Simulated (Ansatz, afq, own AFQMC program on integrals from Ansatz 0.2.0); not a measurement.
CH₃N, singlet in cc-pVDZ, levels against CCSDT(Q)

```json
{"atom": "N", "x (Å)": "0.0000", "y (Å)": "0.0582", "z (Å)": "0.5542"}
{"atom": "C", "x (Å)": "0.0000", "y (Å)": "-0.1584", "z (Å)": "-0.7297"}
{"atom": "H", "x (Å)": "0.0000", "y (Å)": "0.9667", "z (Å)": "1.0152"}
{"atom": "H", "x (Å)": "0.0000", "y (Å)": "-0.7270", "z (Å)": "1.1922"}
{"atom": "H", "x (Å)": "0.0000", "y (Å)": "0.8384", "z (Å)": "-1.2134"}
```

Connectivity, by distances: NH2–CH.

Basis cc-pVDZ. Only valence electrons are correlated. Integrals, coupled cluster, full CI and functionals: Ansatz 0.2.0; the random walks run on the same integrals in our own AFQMC program. ph-AFQMC/CISD is guided by a CISD state made of CCSD amplitudes; releasing the constraint for a short imaginary time cuts its bias at the price of noise, slowly where states lie close. ± is one standard error of the sampling.

Determinant: RHF, the one that the program's search chose, which needn't be the lowest solution. The geometry is a PBE0/def2-TZVP stationary point of this or a neighbouring charge and spin state.

No full CI on the walks' own integrals is used here; CCSDT(Q) serves as the reference and is uncertain by about the last step of the cluster series.

```
T1 diagnostic                               : 0.0170
weight of the determinant in the CISD state : 0.884
size of the correlated space                : 12 electrons in 41 orbitals
```

Reference: CCSDT(Q), correlation energy -8.918 eV. The released energy is read at 2.40 1/Eh (meV from the phaseless value at times in 1/Eh: -3 ± 5 at 0.24, -3 ± 4 at 0.51, -9 ± 4 at 0.99, -5 ± 4 at 1.62, -4 ± 5 at 2.40).

```tsv
level	E − E(reference) (mEh)	share of correlation (%)
HF	327.74	0.00
MP2	38.15	88.36
CCSD	10.79	96.71
CCSD(T)	1.37	99.58
CCSDT	0.70	99.79
ph-AFQMC/HF	-1.40 ± 1.05	100.43
ph-AFQMC/CISD	0.10 ± 0.19	99.97
released AFQMC	-0.04 ± 0.19	100.01
```

A walk keeps the symmetry of its determinant, which the program's search chose and which needn't be the lowest solution, so a lower state of the same spin and another symmetry isn't excluded. Released energies are given only where the last usable release times agree within the noise; a slower fall can still hide under it.
